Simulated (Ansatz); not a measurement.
Base system: InAs in the zinc blende structure (space group F-43m, No. 216).

```yaml
crystal:
  lattice:
    - [0.00000, 3.04368, 3.04368]
    - [3.04368, 0.00000, 3.04368]
    - [3.04368, 3.04368, 0.00000]
  atoms:
    - { symbol: As, position: [0.75000, 0.75000, 0.75000] }
    - { symbol: In, position: [0.00000, 0.00000, 0.00000] }
```

Level of theory: PBEsol in Ansatz (plane waves to 420 eV, PAW, spin-orbit coupling left out), earlier PAW set.

It is then changed as follows: every As is replaced by Sb, then cell and atoms are relaxed.

Measured lattice parameter a: InAs 6.047 Å (static lattice; corrected from measurement; as listed in Daniel Mejia-Rodriguez, S. B. Trickey, Phys. Rev. B (2018)); InSb 6.468 Å (static lattice; corrected from measurement; as listed in Daniel Mejia-Rodriguez, S. B. Trickey, Phys. Rev. B (2018)).

Task: How well does PBEsol reproduce the measured shift?

Result: With PBEsol the lattice parameter a moves by +0.432 Å (6.087 → 6.519) against +0.421 Å measured.

No phonon test of stability was made. All final runs are without spin polarisation.

Ansatz is a first-principles code.
